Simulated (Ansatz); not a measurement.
How far a parabola holds: energy against volume of fcc Ca

We consider fcc Ca, described by rVV10 in Ansatz (PAW). Numerical settings: plane-wave cutoff 520 eV, 18×18×18 k mesh, Fermi–Dirac smearing 0.05 eV, scalar-relativistic PAW data made under PBE. The cell has no free parameter but its volume, all volumes share cutoff and mesh, and the runs aren't spin-polarised. Energies are free energies at the run's smearing, counted from the lowest row; static lattice.

| V (Å³/atom) | E (meV/atom) |
|---|---|
| 39.053 | 3.79 |
| 39.866 | 0.88 |
| 40.680 | 0.00 |
| 41.494 | 0.99 |
| 42.307 | 3.70 |
| 43.121 | ? |

Fit E of the 5 rows that show it with a parabola. With u = V - 40.7, the rows have u = -1.6470, -0.8340, -0.0200, 0.7940, 1.6070. Least squares gives E = -0.001 + 0.0480·u + 1.4153·u². Residuals (row less fit): 0.031, -0.063, 0.001, 0.061, -0.031; standard error 0.069 (degrees of freedom: 2). The fitted curve has its minimum at V = 40.7, where E = 0.00. Its curvature is d²E/dV² = 2 × 1.4153 meV/Å⁶, so B = V0·d²E/dV² × 0.1602 = 18.5 GPa.

### Question
Estimate the missing E (V = 43.121); what did the run itself give?

### Answer
u = 2.4210, so E = -0.001 + 0.0480 × 2.4210 + 1.4153 × 2.4210² = 8.411 meV/atom. The calculation gives 8.00 meV/atom, 0.411 meV/atom below the prediction (5.1 % of the range of E in the table). The row lies outside the fitted rows, so this is an extrapolation. From the scatter of the fitted rows alone, a prediction at this place has a standard error of 0.164 meV/atom, so the miss is 2.5 times that.

The residuals are curvature that a parabola lacks, not noise. A solid that stiffens under compression and softens on expansion lies above the parabola at the compressed end and under it at the expanded end, as this row does. A third-order Birch-Murnaghan fit to the whole scan has B0 = 18.4 GPa. Only scans are tabulated whose curvature falls smoothly with volume, and where the parabola meets the shown rows within 5 % of their range and misses the end by 0.1 meV or more.

Measured, for comparison: bulk modulus 18.6 GPa (corrected for temperature and zero-point phonon effects, sources range from 15.9 to 18.7; as tabulated in Levämäki et al. (2014), arXiv:1402.3671). Computed less measured: bulk modulus -1.1 % (inside the range of the sources held).

Ansatz is a quantum-chemistry and plane-wave program.
